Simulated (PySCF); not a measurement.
ClH, SMILES Cl. Coordinates come from a B3LYP-D3(BJ)/def2-TZVPD optimisation.

TDA-M06-2X/def2-TZVPD in PySCF puts the lowest singlet excitations at 7.63, 7.63, 9.67, 9.67, 9.84, 9.88 eV and the lowest triplet (TDA) at 7.10 eV.

### Question
What are the lowest singlet roots from EOM-CCSD/aug-cc-pVDZ in PySCF? (The exact figures need the calculation; the answer reports its results.)

### Answer
7.81, 7.81, 10.12, 10.12, 10.63, 10.63 eV; triplets 7.34, 7.34, 9.67 eV. S1 differs by 0.18 eV (second minus first; roots are paired by order, and the bases may differ).
